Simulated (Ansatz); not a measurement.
fcc Pt was calculated with PBEsol+SOC (Ansatz, a first-principles code, plane waves, PAW).

Numerical settings: plane-wave cutoff 520 eV, 20×20×20 k mesh, Fermi–Dirac smearing 0.1 eV, perturbation theory, PAW data made under PBE.

Computed at the level's own relaxed cell.

```xyz
1
Lattice="0.0000 1.9602 1.9602 1.9602 0.0000 1.9602 1.9602 1.9602 0.0000" Properties=species:S:1:pos:R:3 pbc="T T T"
Pt     0.0000     0.0000     0.0000
```

Harmonic phonon frequencies (cm⁻¹; i marks an imaginary mode):

```tsv
q point	frequencies
X	[?]
L	94 94 195
W	113 154 154
```

Question: Complete the blanks.

Answer: 
- X, frequencies: 128 128 189

No imaginary mode appears at these points.
